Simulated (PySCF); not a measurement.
Identify the compound

An unknown has the formula C₃H₅NO. Its calculated NMR data are:

1H NMR (600 MHz, computed): δ 3.80 (t, J = 6.8 Hz, 2H), 2.46 (t, J = 6.8 Hz, 2H), 1.24 (br s, 1H).

13C{1H} NMR (computed): δ 114.2 (C), 64.5 (CH2), 25.5 (CH2).

Calculated, not measured (PySCF 2.14): NMR shieldings at KT2/pcSseg-2/GIAO, J: B3LYP/pcJ-1 (spin–dipole term only in couplings to heteroatoms), geometry from PBE0-D3(BJ)/def2-SVP. No solvent model, a single conformation, non-relativistic, equivalent nuclei averaged.

Referencing at the same level of theory: 1H (31.18 ppm), 13C (182.28 ppm) vs TMS.

Question: Deduce the structure.

Answer: 
Rings plus π bonds: 2 (no ring in the answer). 3 carbon signals for 3 carbons: no two carbons are equivalent. Carbon types of the structure: 1 × C, 2 × CH2, leaving 1 H on heteroatoms. δC 114.2: nitrile carbon; this is the usual window of a C≡N carbon, which has no attached hydrogen. δC 64.5: sp3 CH2 bonded to O; deshielded by the electronegative neighbour. δC 25.5: sp3 CH2 α to a nitrile; aliphatic region, no heteroatom directly attached. δH 3.80: hydrogen on an sp3 CH2 bonded to O; its carbon carries O, hence the downfield position. δH 2.46: hydrogen on an sp3 CH2 α to a nitrile. δH 1.24: hydrogen on an alcohol oxygen; exchangeable; this is the value without hydrogen bonding to other molecules. The protons at 2.46 and 3.80 share a coupling of 6.8 Hz (vicinal).

Structure: 3-hydroxypropionitrile (SMILES N#CCCO).

The data come from this structure; uniqueness wasn't tested.

The OH or NH signal is concentration- and solvent-dependent in practice; the value given is the gas-phase one. Splittings below 1 Hz are ignored in the labels, and close J values are merged. Unscaled 3J(H,H) at this level run about 10 % above measured values. Shifts are as computed. Against solution values, carbons near 30 ppm lie about +3 ppm off and those near 130 ppm about -1 ppm. Of 1211 compounds with measured shifts, 218 miss one by over three times the rms of a fit or turn the order of signals round; such compounds aren't used in these exercises. Couplings to exchangeable protons are dropped. Across freely rotating sp3–sp3 bonds, 3J(H,H) is taken as (2 J gauche + J anti)/3 from the one conformer, which assumes equal rotamer populations.
